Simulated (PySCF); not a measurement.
propane cation (C₃H₈), SMILES CCC (connectivity only; charge and spin as stated), charge +1, multiplicity 2.

The structure is a stationary point at B3LYP-D3(BJ)/def2-SVP. The multiplicity is an assumed one; other spin states were not compared.

Computed with M06-2X/def2-TZVPD in PySCF.

Isolated molecule, no solvent.

Computed frontier levels, dipole moment and polarisability:
- α spin, highest occupied and lowest empty level: -16.54 and -4.30 eV
- β spin, highest occupied and lowest empty level: -17.53 and -11.41 eV
- dipole moment about the centre of nuclear charge: 1.40 D
- mean static polarisability: 42.9 bohr³ (6.36 Å³)
- polarisability, principal values: 31.6, 39.4, 57.8 bohr³
- ⟨S²⟩: 0.753 (pure state 0.75)
